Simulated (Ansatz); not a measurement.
# One elementary step

Start structure (CH4ClO (charge -1), closed shell), relaxed at PBE0-D4/def2-TZVPD:

Cl1  (-2.259, -0.756, 0.919)
C2  (-0.615, -0.201, 0.253)
O3  (1.679, 0.219, -0.839)
H4  (-0.668, -0.220, -0.826)
H5  (-0.452, 0.802, 0.623)
H6  (0.140, -0.884, 0.615)
H7  (2.174, 1.039, -0.745)
(Å)

The step: [CH₃Cl ([CH3][Cl]) + OH]⁻ → [CH₄O ([CH3][OH]) + Cl]⁻; bonds formed: C2–O3; bonds broken: Cl1–C2. Ansatz 0.2.0; basis: def2-TZVPPD and def2-QZVPPD; cores frozen in the correlated methods. Extrapolation: Hartree–Fock as exp(−7.88 √X), correlation as X^−2.97. Energies below are by CCSD(T) at an estimated basis limit (MP2 extrapolated from triple and quadruple zeta, plus CCSD(T) − MP2 in triple zeta).

Problem. What are the electronic barrier and the energy of the step, from the start structure to the end structure? (An estimate is asked for; the value comes from the calculation.)

Solution. By the calculation: Barrier 0.082 eV; step energy -2.312 eV (downhill); reverse barrier, their difference, 2.395 eV. Barrier and step energy count from the start structure, the reverse barrier from the end structure.

The saddle point: One imaginary mode of 299i cm⁻¹.
```json
{"pair": "C2–O3", "start (Å)": "2.57", "saddle (Å)": "2.30", "end (Å)": "1.39"}
{"pair": "Cl1–C2", "start (Å)": "1.86", "saddle (Å)": "2.01", "end (Å)": "3.56"}
```

Zero-point energy (harmonic, PBE0-D4): ZPE is 1.284 eV at the start and 1.285 eV at the saddle, so the barrier goes from 0.082 to 0.084 eV.

First-order rate constant out of the start structure at 898 K by transition-state theory, with harmonic vibrational free energies alone and no tunnelling: ΔA‡ = 0.272 eV, so k = (kB T/h) exp(−ΔA‡/kB T) ≈ 10^12 s⁻¹ (an order of magnitude at best: rotation, the number of equivalent paths and anharmonicity are left out).

No T1 diagnostic of these runs exceeds 0.019.

Labels in which every atom is bracketed show which atoms are joined, not bond orders.

For scale, one of the runs: CCSD(T)/def2-TZVPPD, 196 basis functions, launched by `ansatz run in.yaml --threads 2 --pin off --events-out ev --progress --plain --max-ram 4352MiB`. The run took 62 s on 2 CPU threads of an Arm Neoverse V2 (shared host), with 2.3 GiB of host memory at its peak.
